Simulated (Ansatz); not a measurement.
A nudged elastic band was laid between two geometries of C2H8N2O2 (14 atoms, charge 0, multiplicity 1).

All numbers below come from RKS r2SCAN/STO-3G (Ansatz).

| Quantity | Value |
| --- | --- |
| movable images | 7 |
| climbing image | yes |
| spring | 5.0 eV/Å² |
| optimiser | quadratic models (default) |
| start path | IDPP |
| force threshold | 0.05 eV/Å |
| iteration limit | 60 |
| end points | relaxed |

First end point:

```xyz
14
Properties=species:S:1:pos:R:3
C -0.846 -0.538 1.515
O 0.221 -0.917 0.576
C 0.280 0.101 -0.506
N 1.481 -0.377 -1.305
N 0.576 1.534 -0.144
O -1.003 0.179 -1.210
H -1.064 -1.435 2.122
H -1.769 -0.221 0.987
H -0.536 0.278 2.202
H 1.444 0.230 -2.174
H 1.189 -1.329 -1.673
H -0.208 1.821 0.508
H 1.415 1.464 0.497
H -1.193 -0.819 -1.366
```

Last end point:

```xyz
14
Properties=species:S:1:pos:R:3
C -0.741 -0.580 1.566
O 0.213 -0.949 0.511
C 0.125 0.070 -0.573
N 0.882 -0.593 -1.708
N 0.723 1.426 -0.200
O -1.231 0.350 -0.996
H -0.855 -1.466 2.215
H -1.727 -0.305 1.137
H -0.381 0.268 2.190
H 1.472 0.196 -2.100
H 1.597 -1.200 -1.213
H -0.087 1.941 0.255
H 1.350 1.209 0.629
H -1.353 -0.396 -1.687
```

**Question.** Which bonds break or form, and what moves?

**Answer.** No bond is made or broken. The height of N4 over the plane of its neighbours goes from -0.50 to 0.50 Å.

**Question.** Give the energies along the band, and the barrier.

**Answer.** It converged. The highest image is number 4 of 0 to 8, 7.4 kcal/mol above the first end and 9.5 kcal/mol above the last; the last end lies 2.1 kcal/mol below the first. A vibrational analysis at the climbing image gives one clearly imaginary mode, 670i cm⁻¹: a first-order saddle point. Limits of this set-up: minimal basis.

```tsv
image	path coordinate (Å)	energy (kcal/mol)	height of N4 over the plane of its neighbours (Å)
0	0.00	0.0	-0.50
1	0.20	0.1	-0.49
2	0.40	1.5	-0.41
3	0.61	5.2	-0.23
4	0.81	7.4	-0.02
5	1.04	4.3	0.23
6	1.28	-0.7	0.43
7	1.52	-1.9	0.49
8	1.76	-2.1	0.50
```

**Question.** What is the geometry of the highest image?

**Answer.** 
```xyz
14
Properties=species:S:1:pos:R:3
C -0.775 -0.564 1.545
O 0.246 -0.914 0.550
C 0.208 0.110 -0.545
N 1.149 -0.431 -1.493
N 0.630 1.523 -0.177
O -1.170 0.304 -1.030
H -0.958 -1.470 2.149
H -1.719 -0.245 1.056
H -0.442 0.248 2.228
H 1.567 0.180 -2.206
H 1.357 -1.438 -1.494
H -0.175 1.883 0.413
H 1.399 1.375 0.540
H -1.329 -0.589 -1.507
```

**Question.** What are the harmonic wavenumbers there?

**Answer.** 670i, 133, 157, 230, 259, 276, 337, 415, 438, 466, 504, 598, 781, 891, 958, 1117, 1140, 1173, 1218, 1246, 1296, 1447, 1542, 1567, 1662, 1691, 1701, 1834, 3224, 3371, 3443, 3485, 3681, 3716, 3778, 4005 cm⁻¹.

The band took 5 iterations and of the order of 70 core-seconds.

The run took 65 s on 1 thread of AMD EPYC 9R45 96-Core Processor (Zen 5), with other jobs on the host, peak memory 0.15 GiB.
